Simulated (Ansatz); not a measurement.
Relaxation of AlBFH₃ (6 atoms, charge 0, multiplicity 1), to a largest force component of 0.015 eV/Å in at most 40 steps.

These are results of Ansatz 0.2.0, RKS PBE-D4/def2-SVP, not measurements.

```xyz
6
Properties=species:S:1:pos:R:3:forces:R:3
B -0.798 0.438 -0.676 0.18 0.02 0.10
Al 0.683 -0.316 0.564 -0.09 -0.44 0.09
F 1.944 0.595 1.131 0.71 0.74 0.24
H -1.687 -0.232 -1.061 -0.74 -0.62 -0.30
H -0.821 1.551 -1.053 -0.01 1.02 -0.33
H 0.807 -1.763 1.107 -0.04 -0.71 0.20
```

Question: Where does it end, and by what steps?

Answer: It converged. The force dipped under the threshold on the way, but the program's further checks kept it going. After 21 steps the energy has fallen by 0.220 eV; H5 moved furthest, 0.98 Å.

| step | energy less start (eV) | largest force component (eV/Å) | accepted |
| --- | --- | --- | --- |
| 0 | 0.0000 | 1.019 | yes |
| 1 | -0.1116 | 0.338 | yes |
| 2 | -0.1219 | 0.115 | yes |
| 3 | -0.1221 | 0.058 | yes |
| 4 | -0.1227 | 0.004 | yes |
| 5 | -0.1227 | 0.002 | yes |
| 6 | -0.1227 | 0.004 | yes |
| 7 | -0.1227 | 0.005 | yes |
| 8 | -0.1228 | 0.013 | yes |
| 9 | -0.1230 | 0.022 | yes |
| 10 | -0.1234 | 0.042 | yes |
| 11 | -0.1242 | 0.066 | yes |
| 12 | -0.1256 | 0.097 | yes |
| 13 | -0.1278 | 0.125 | yes |
| 14 | -0.1311 | 0.151 | yes |
| 15 | -0.1357 | 0.171 | yes |
| 16 | -0.1516 | 0.393 | yes |
| 17 | -0.1583 | 0.704 | yes |
| 18 | -0.1822 | 0.224 | yes |
| 19 | -0.1952 | 0.356 | yes |
| 20 | -0.2197 | 0.024 | yes |
| 21 | -0.2200 | 0.014 | yes |

```xyz
6
Properties=species:S:1:pos:R:3
B -0.790 0.441 -0.690
Al 0.720 -0.353 0.576
F 1.419 0.676 1.719
H -1.976 0.410 -0.406
H -0.539 0.947 -1.771
H 1.295 -1.848 0.583
```

Whether the end is a true minimum wasn't checked by a vibrational analysis.

Time of the run: 31 s on 1 thread of Arm Neoverse V1 (shared host), peak memory 0.12 GiB.
